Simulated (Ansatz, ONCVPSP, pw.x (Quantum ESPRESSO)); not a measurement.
**Al (Z = 13): one change to the ONCV potential, in the atom and in the fcc crystal**

| Property | Result |
| --- | --- |
| Element | aluminium (Al) |
| Generator | ONCVPSP 4.0.1 |
| Type | optimised norm-conserving Vanderbilt (ONCV) |
| Functional | PBE |
| Relativity | scalar-relativistic |
| Frozen core | [Ne] |
| Valence charge | 3 |
| Reference configuration | 3s2 3p1 |
| Partial waves | 3s: rc 2.30 bohr, ncon 3, nbas 6, qcut 2.4 1/bohr, 2 projectors, debl 0.6 Ha; 3p: rc 2.50 bohr, ncon 4, nbas 7, qcut 3.2 1/bohr, 2 projectors, debl 3.2 Ha; d scattering state at 0.28 Ha: rc 2.60 bohr, ncon 4, nbas 8, qcut 4.3 1/bohr, 2 projectors, debl 0.5 Ha |
| Local potential | polynomial inside 1.60 bohr (lpopt 5, dvloc0 -1 Ha) |
| Core correction | none |

Change: local potential polynomial inside 1.08 bohr (lpopt 5, dvloc0 -1 Ha).

Cutoffs, loose and tight: the cutoffs (Ha) at which the residual kinetic energy of the hardest occupied pseudo-wave falls to 1 and 0.1 mHa per electron. They do not see the model core or the augmentation charge, which bear on the density cutoff. Test errors are all-electron minus pseudo excitation energies from the reference, over the configurations 3s2 3p0; 3s1 3p0; 3s2 3p0.5; 3s1 3p1; variants that change the core or the reference have their own tests.

Crystal test: fcc Al in pw.x 7.5, no spin, 14³ k-points, Fermi–Dirac smearing 0.01 Ry, cutoffs set for each file from its atomic test. The reference is all-electron LAPW (Ansatz 0.2.0) with the same functional, mesh and smearing; V0 and B0 come from Birch–Murnaghan fits to the pressures at five volumes. Errors are pseudo minus all-electron; Δ is the rms difference of the E(V) curves that follow from these fits, minima aligned, over ±6 % about the mean V0. Mesh and smearing are coarse, so the numbers serve the comparison and aren't converged zero-temperature values; the lattice is a test structure that the element need not adopt.

All-electron: a0 = 4.040 Å (V0 = 16.49 Å³/atom), B0 = 76.6 GPa.

Problem. Does the change bring the crystal closer to the all-electron result?

Solution. The mean pressure error goes from +0.57 to +0.50 GPa, so the change moves the solid closer to the all-electron pressures.

| quantity | base | changed |
| --- | --- | --- |
| outcome (atom) | generated | generated |
| cutoff, loose (atom) | 7.6 Ha | 7.6 Ha |
| cutoff, tight (atom) | 18 Ha | 18 Ha |
| bound ghosts (atom) | none | none |
| largest test error (meV) (atom) | -3.2 | -3.2 |
| cutoffs in pw.x (Ry) | 45/180 | 45/180 |
| a0 (Å) | 4.051 | 4.050 |
| a0 error (%) | +0.26 | +0.23 |
| B0 error (%) | -3.4 | -3.1 |
| Δ (meV/atom) | 2.1 | 1.8 |
| mean pressure error (GPa) | +0.57 | +0.50 |

Changed file: The generator flags a localised state at positive energy (s at 39 eV).
